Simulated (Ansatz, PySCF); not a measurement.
Barrier height from CH3ClF, charge -1 to the transition structure CH3ClF, without zero-point energy, on the benchmark's geometries as Psi4's copy of the set gives them.
Transition structure (charge -1, multiplicity 1):
```xyz
6

F      0.000     0.000    -2.538
C      0.000     0.000    -0.488
H      0.000     1.062    -0.615
H     -0.920    -0.531    -0.615
H      0.920    -0.531    -0.615
Cl     0.000     0.000     1.625
```

Open shells are unrestricted; no spin–orbit coupling.

Codes used: Ansatz (Gaussian orbitals); PySCF for the dispersion terms. 

Q: One of these levels gives 1.394 eV for the barrier height. Which one is it?
A. PBE0-D3(BJ)/def2-TZVPPD
B. r2SCAN-D4/def2-TZVPPD
C. BLYP-D3(BJ)/def2-TZVPPD
D. BHLYP-D3(BJ)/def2-TZVPPD

A: D, BHLYP-D3(BJ)/def2-TZVPPD. The others give 0.857 (BLYP-D3(BJ)/def2-TZVPPD), 1.052 (r2SCAN-D4/def2-TZVPPD), 1.200 (PBE0-D3(BJ)/def2-TZVPPD)

Ansatz is a program for electronic structure.
